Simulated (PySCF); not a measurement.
# Electronic absorption of methylsilylchloride

Methylsilylchloride, CH5ClSi.
Cartesian coordinates in Å at the GFN2-xTB level; atoms count from 1:
```xyz
8
CH5ClSi angstrom
C     -1.0112    0.0433   -0.0503
Si     0.8705   -0.1766    0.0142
Cl     1.7277    1.6207    0.3591
H     -1.3968    0.4450    0.8835
H     -1.3052    0.7260   -0.8435
H     -1.5081   -0.9046   -0.2321
H      1.3809   -0.6742   -1.2615
H      1.2513   -1.0703    1.1061
```

Level of theory: PySCF, TDDFT CAM-B3LYP/def2-SVPD, vertical, gas phase, core orbitals frozen in the response.

| state | E (eV) | E (kJ/mol) | λ (nm) | f | symmetry | main configurations (H = HOMO, L = LUMO) |
| --- | --- | --- | --- | --- | --- | --- |
| S1 | 7.86 | 758 | 157.8 | 0.012 | A′ | H→L+1 (80%), H→L (15%) |
| S2 | 7.91 | 763 | 156.7 | 0.013 | A″ | H-1→L+1 (85%), H-1→L (10%) |
| S3 | 8.29 | 800 | 149.6 | 0.069 | A′ | H→L (77%), H→L+1 (16%) |
| S4 | 8.39 | 810 | 147.8 | 0.0077 | A″ | H-1→L (76%), H-1→L+1 (11%) |
| S5 | 8.83 | 852 | 140.5 | 0.0086 | A″ | H-1→L+2 (83%) |
| S6 | 8.95 | 864 | 138.5 | 0.082 | A′ | H→L+2 (88%) |
| S7 | 9.21 | 889 | 134.6 | 0.073 | A′ | H→L+3 (53%), H-2→L+1 (30%), H-2→L (9%) |
| S8 | 9.35 | 902 | 132.7 | 0.0063 | A″ | H→L+7 (35%), H-1→L+3 (19%), H→L+4 (18%) |

Triplets, Tamm–Dancoff:

| state | E (eV) | λ (nm) | main configurations (H = HOMO, L = LUMO) |
| --- | --- | --- | --- |
| T1 | 7.50 | 165.4 | H-1→L+1 (75%), H-1→L (16%) |
| T2 | 7.51 | 165.0 | H→L+1 (75%), H→L (16%) |
| T3 | 7.95 | 156.0 | H→L (62%), H→L+1 (15%), H→L+2 (9%) |

The lowest singlet comes at 158 nm (758 kJ/mol) in the vacuum ultraviolet; it is weak; its leading configuration is HOMO→LUMO+1 (80%). The most intense listed level is S6 at 8.95 eV (138 nm, f = 0.082), 1.09 eV above S1. Löwdin shares by element: HOMO chlorine 50%, carbon 21%, silicon 16%; LUMO silicon 37%, carbon 18%, hydrogen 18% or more (atoms not listed hold the other 27%). The oscillator strengths of these states sum to 0.271; summed over the whole spectrum of an exact calculation they would give the number of electrons, 42 (Thomas–Reiche–Kuhn). Weighted by f, the mean energy of these states is 8.75 eV. Of the 8 states listed, 5 reach f = 0.01 and none stays under 0.0005. Symmetry labels in Cs follow from the direction of the transition dipole and are given only for states with f of 0.002 or more. Singlets were solved by full linear response, triplets in the Tamm–Dancoff approximation.

The run took 6.4 s of wall time on Arm Neoverse V1, one thread, no GPU, shared host.
